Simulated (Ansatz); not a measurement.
A nudged elastic band was laid between two geometries of CH4O + H4Si (11 atoms, charge 0, multiplicity 1).

All numbers below come from RKS PBE0-D4/6-31G* in Ansatz.

```yaml
movable_images: 9
climbing_image: yes
spring: 5.0 eV/Å²
optimiser: quadratic models (default)
start_path: through a guess of the saddle point
force_threshold: 0.05 eV/Å
iteration_limit: 60
end_points: relaxed
```

First end point:

```xyz
11
Properties=species:S:1:pos:R:3
Si 0.447 0.069 -0.116
H 0.399 -0.239 1.341
H 1.875 -0.043 -0.540
H -0.010 1.454 -0.391
H -0.331 -0.935 -0.891
O -2.363 0.207 0.795
C -3.140 -0.845 0.264
H -2.610 -1.809 0.277
H -4.099 -0.960 0.790
H -3.349 -0.587 -0.777
H -2.188 0.008 1.724
```

Last end point:

```xyz
11
Properties=species:S:1:pos:R:3
Si -0.155 -0.173 -0.805
H -1.602 0.298 3.439
H 1.181 -0.108 -0.164
H -0.507 1.152 -1.400
H -0.147 -1.183 -1.907
O -1.228 -0.599 0.388
C -2.599 -0.757 0.092
H -2.766 -1.578 -0.618
H -3.121 -0.992 1.024
H -3.034 0.163 -0.326
H -1.389 0.099 2.753
```

(1) What changes between the two ends?

(2) Give the energies along the band, and the barrier.

(3) What is the geometry of the highest image?

Results:

(1) Bonds broken: Si1–H2, O6–H11. Bonds formed: Si1–O6, H2–H11. CH4O + H4Si becomes CH6OSi + H2.

(2) It converged. The highest image is number 4 of 0 to 10, 37.1 kcal/mol above the first end and 49.1 kcal/mol above the last; the last end lies 11.9 kcal/mol below the first. Neighbouring images differ by up to 1.8 eV, so the band resolves the path poorly. A vibrational analysis at the climbing image gives one clearly imaginary mode, 1343i cm⁻¹: a first-order saddle point. The orbitals stay closed-shell, which can raise the energy where a bond breaks towards radicals; this wasn't checked here.

```csv
image,path coordinate (Å),energy (kcal/mol),Si1–H2 (Å),O6–H11 (Å),Si1–O6 (Å)
0,0.00,0.0,1.49,0.97,2.96
1,1.07,0.0,1.49,0.97,2.93
2,2.14,1.1,1.49,0.96,2.72
3,3.21,13.4,1.51,0.97,2.35
4,4.28,37.1,1.80,1.14,1.86
5,5.27,-4.1,2.53,1.90,1.68
6,6.25,-11.5,3.45,2.48,1.66
7,7.24,-11.8,4.02,2.54,1.66
8,8.23,-11.9,4.28,2.48,1.66
9,9.21,-12.0,4.50,2.44,1.66
10,10.20,-11.9,4.51,2.47,1.66
```

(3) 
```xyz
11
Properties=species:S:1:pos:R:3
Si -0.150 -0.004 -0.096
H 0.011 -0.716 1.548
H 0.967 0.923 0.231
H -0.812 0.678 -1.269
H 0.282 -1.312 -0.661
O -1.789 0.002 0.787
C -2.967 -0.574 0.213
H -2.856 -1.658 0.105
H -3.812 -0.346 0.866
H -3.123 -0.120 -0.767
H -1.117 -0.553 1.520
```

Time of the run: 15 min on 1 thread of Arm Neoverse N1, with other jobs on the host, peak memory 0.13 GiB.
